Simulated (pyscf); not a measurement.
Structures and frequencies: ωB97X-D3(BJ)/def2-SVP in PySCF.

Question: PBE/def2-TZVP puts the barrier of H₃Si–AsH₂ (SMILES [SiH3][AsH2]) + H• (SMILES [H]) → •H₂Si–AsH₂ (SMILES [SiH2][AsH2]) + H₂ (SMILES [H][H]) (hydrogen abstraction; doublet surface; H–Si broken, H–H formed) at -1.9 kJ/mol and the reaction energy at -71.9 kJ/mol, from the separated reactants. What do r²SCAN/def2-TZVP, PBE0-D3(BJ)/def2-TZVP, ωB97M-D3(BJ)/def2-TZVP give on the same structures?

Answer: r²SCAN: ΔE‡ = -6.9 kJ/mol, ΔE = -77.2 kJ/mol; PBE0-D3(BJ): ΔE‡ = 4.7 kJ/mol, ΔE = -64.6 kJ/mol; ωB97M-D3(BJ): ΔE‡ = 16.6 kJ/mol, ΔE = -59.4 kJ/mol. PBE's barrier lies among them. Its reaction energy lies among theirs. At PBE, r²SCAN this geometry lies under the reactants; that is no barrier but a single point on another level's saddle; such a level's own saddle, if it has one, lies nearer that side and is low. •H₂Si–AsH₂ lies 68.9 kJ/mol over its isomer H₃Si–AsH• (electronic energy, ωB97M-D3(BJ)/def2-TZVP). One saddle was located; it need not be the lowest between these sides. The angle at the transferred H is 180°. Elements up to Kr have no core potential and no relativistic terms here.
